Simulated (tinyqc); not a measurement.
Stretching all distances: RHF, UHF, MP2, CISD and CCSD against full CI in the sto-3g basis, for LiH, spin multiplicity 1. Computed by the program tinyqc with PySCF. All coordinates are multiplied by the scale. c0^2 is the weight of the RHF determinant in the lowest singlet FCI state (UHF is spin-contaminated and may lie near states of higher spin) and n(LUMO) the first natural occupation beyond the occupied space.

Geometry (angstrom):

| atom | x | y | z |
|---|---|---|---|
| Li | 0.0000 | 0.0000 | 0.0000 |
| H | 0.0000 | 0.0000 | 1.3910 |

Full CI energy (hartree) and errors against it (kcal/mol):

| scale | distance 1-2 (angstrom) | E(FCI) | RHF | UHF | MP2 | CISD | CCSD | <S^2> UHF | c0^2 | n(LUMO) |
|---|---|---|---|---|---|---|---|---|---|---|
| 0.8700 | 1.2102 | -7.854541 | 10.5651 | 10.5651 | 3.5446 | 0.0056 | 0.0041 | 0.0000 | 0.9820 | 0.0280 |
| 1.1400 | 1.5857 | -7.882526 | 12.6942 | 12.6942 | 4.6667 | 0.0083 | 0.0065 | 0.0000 | 0.9747 | 0.0418 |
| 1.4100 | 1.9613 | -7.863931 | 18.1652 | 18.1652 | 7.5485 | 0.0132 | 0.0106 | 0.0000 | 0.9522 | 0.0810 |
| 1.6800 | 2.3369 | -7.835241 | 27.6099 | 18.8685 | 12.7291 | 0.0230 | 0.0192 | 0.6295 | 0.9001 | 0.1670 |
| 1.9500 | 2.7125 | -7.811078 | 41.7408 | 11.4671 | 20.4880 | 0.0403 | 0.0356 | 0.8596 | 0.8053 | 0.3213 |
| 2.2200 | 3.0880 | -7.796134 | 59.5924 | 5.6786 | 29.2320 | 0.0610 | 0.0553 | 0.9418 | 0.6956 | 0.5137 |
| 2.4900 | 3.4636 | -7.788586 | 77.9511 | 2.6321 | 35.3312 | 0.0769 | 0.0692 | 0.9754 | 0.6159 | 0.6777 |
| 2.7600 | 3.8392 | -7.785100 | 94.0532 | 1.2327 | 36.1782 | 0.0862 | 0.0764 | 0.9897 | 0.5691 | 0.7925 |

What does the comparison show, and why?

UHF parts from RHF first at scale 1.68 of those listed, where <S^2> leaves zero. The weight c0^2 goes from 0.98 to 0.57 and n(LUMO) from 0.03 to 0.79: static correlation grows as the bonds break into open-shell fragments. The spread of the error along the curve, which distorts its shape, is CCSD 0.1, CISD 0.1, UHF 17.6, MP2 32.6, RHF 83.5 kcal/mol.
